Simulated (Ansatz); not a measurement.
# CCl (sextet): the correlation ladder, def2-QZVPP

An exercise on one series of results from a longer session: the logs are not shown, and one member is left open.

The runs use Ansatz 0.2.0, Gaussian basis; def2-QZVPP, core rule «outside noble gas», up to 6 orbitals frozen.

To be run: UHF; ROHF; CCSD(T) on UHF.

**The geometry**

The geometry is a PBE0/def2-TZVP stationary point (not a proven minimum) of the parent state, kept for this charge and spin.

2 atoms, charge 0, spin multiplicity 6.

Atoms are counted from 1 here; the program's logs count them from 0.

Bond lengths: C1–Cl2 1.644 Å.

The first run:

Contents of in.yaml:

```yaml
crystal:
  periodic: [false, false, false]
  atoms:
    - {symbol: C, position_ang: [0.000000, 0.000000, 0.000000]}
    - {symbol: Cl, position_ang: [0.000000, 0.000000, 1.644200]}
basis:
  gaussian: {orbitals: "def2-QZVPP.json"}
magnetization: {spin_polarized: true, initial_magnetization: 5}
hamiltonian: {xc: hf}
output: {orbitals: {seedname: orbitals}}
```

On the command line:

```console
ansatz run in.yaml --threads 1 --pin off --events-out ev --progress --plain --max-ram 2393MiB
```

Steps of the session up to this table: UHF; ROHF; CCSD(T) on UHF.

One table of the session follows, with a row left open; its other results are not shown here.

```
  method  from UCCSD(T) (meV)
    ROHF              +8249.2
     UHF              +7941.5
    UMP2                    ?
   UCCSD               +324.4
UCCSD(T)                    0
```

**Question.** Estimate the row for UMP2.

The run gave: from UCCSD(T) (meV): +1153.9. In the column «from UCCSD(T) (meV)» it lies between UCCSD (+324.4) and UHF (+7941.5).
